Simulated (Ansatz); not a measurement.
**The cluster Al₃Si (doublet): trial inputs and their diagnosis**

Aim: try 2 inputs for the cluster Al₃Si (doublet) as typed, read how each ends, and find what has to change.

Computed with Ansatz 0.2.0, Gaussian basis. Level: the settings change from run to run.

**1. The relaxed structure**

An earlier PBE0-D4 in a triple-zeta def2 set relaxation fixed the geometry.

4 atoms, charge 0, spin multiplicity 2.

Atoms are counted from 1 here; the program's logs count them from 0.

Bond lengths: Al1–Si4 2.687 Å, Al2–Si4 2.384 Å, Al3–Si4 2.384 Å. Angles: Al1–Si4–Al2 60.1°, Al1–Si4–Al3 60.1°, Al2–Si4–Al3 120.3°.

**2. Attempt 1**

in.yaml reads:

```yaml
crystal:
  periodic: [false, false, false]
  atoms:
    - {symbol: Al, position_ang: [-0.467302, -1.311541, -0.288214]}
    - {symbol: Al, position_ang: [0.853446, -0.611123, 1.782830]}
    - {symbol: Al, position_ang: [-0.802113, 0.755281, -1.751140]}
    - {symbol: Si, position_ang: [0.415969, 1.167373, 0.256514]}
basis:
  gaussian: {orbitals: cc-pVTZ-rifit}
magnetization: {spin_polarized: true, initial_magnetization: 1}
hamiltonian: {xc: {name: PBEsol}, dispersion: d3bjatm}
scf: {omitted_lower_state_checks: [starts]}
```

The run is started by

```bash
$ ansatz run in.yaml --threads 4 --pin off --events-out ev --progress --plain --max-ram 3916MiB
```

What it wrote:

```text
Functional definition: PBEsol
  name "PBEsol"
  cite "Perdew et al., Phys. Rev. Lett. 100, 136406 (2008) doi:10.1103/PhysRevLett.100.136406"
  cite "Perdew, Burke & Ernzerhof, Phys. Rev. Lett. 77, 3865 (1996) doi:10.1103/PhysRevLett.77.3865"
  parent pbesol
  exchange = pbesol_x
  correlation = pbesol_c
these checks for a lower state are left out or cut short: starts
2068 factors; their error is unknown
mean field evaluation 1: about -27223.0849 eV, gradient 1.9e1 eV
mean field evaluation 2: about -27207.5730 eV, gradient 4.5e1 eV
mean field evaluation 4: about -27225.7632 eV, gradient 3.9e0 eV
mean field evaluation 8: about -27225.8942 eV, gradient 2.5e-1 eV
mean field evaluation 16: about -27225.8934 eV, gradient 6.0e-4 eV
mean field -27225.89335371 eV, -1000.5331263757 hartree, gradient 1.7e-5 eV, S^2 0.761679; 0 other end points of the search recorded, 0 dependent functions left out
reference -27225.89338720 eV, -1000.5331276063 hartree; 27, 26 occupied and 461, 462 virtual orbitals, 2068 factors
Total energy: -27225.99068855 eV, -1000.5367033650 hartree
Checks for a lower state left out: starts
```

Wall time 6.5 s (4 threads of Intel Xeon 6975P-C, shared host); peak memory 1.6 GiB.

What is wrong: The run converged, but a converged run isn't a right one. The set cc-pVTZ-rifit is made for fitting, not for orbitals. Its energy is that of an unsuitable basis. Cure: name an orbital basis such as cc-pVTZ, and keep the fitting set for the fitting key.

**3. Attempt 2**

in.yaml reads:

```yaml
crystal:
  periodic: [false, false, false]
  atoms:
    - {symbol: Xx, position_ang: [-0.467302, -1.311541, -0.288214]}
    - {symbol: Al, position_ang: [0.853446, -0.611123, 1.782830]}
    - {symbol: Al, position_ang: [-0.802113, 0.755281, -1.751140]}
    - {symbol: Si, position_ang: [0.415969, 1.167373, 0.256514]}
basis:
  gaussian: {orbitals: "6-31G*", fitting: {mean_field: cc-pVTZ-jkfit}}
total_charge: -1
hamiltonian: {xc: {name: PBEsol}}
output: {forces: true}
```

The command is unchanged.

What it wrote:

```text
Error: YAML parse error: error: line 4 column 16: `Xx` is not an element symbol (H … Og, case-exact)
 --> <input>:4:16
  |
2 |   periodic: [false, false, false]
3 |   atoms:
4 |     - {symbol: Xx, position_ang: [-0.467302, -1.311541, -0.288214]}
  |                ^ `Xx` is not an element symbol (H … Og, case-exact)
5 |     - {symbol: Al, position_ang: [0.853446, -0.611123, 1.782830]}
6 |     - {symbol: Al, position_ang: [-0.802113, 0.755281, -1.751140]}
  |
```

Wall time 0.05 s (4 threads of Intel Xeon 6975P-C, shared host).

**Diagnosis.** The program refused the input. An element symbol is wrong. It also asks for charge -1 and multiplicity 1, another species or state than the molecule above. Cure: correct the symbol, and set charge and spin to those of the species named.

**4. Summary**

| attempt | level | ended | cause | time |
| --- | --- | --- | --- | --- |
| 1 | PBEsol/cc-pVTZ-rifit | converged | the set cc-pVTZ-rifit is made for fitting, not for orbitals | 6.5 s |
| 2 | PBEsol/6-31G* | refused | an element symbol is wrong | 0.05 s |

1 converged, 1 refused. A refusal costs next to no computing time. The dangerous case is the input that converges on a wrong geometry, charge, spin, basis or grid: often only a look at the input shows it.
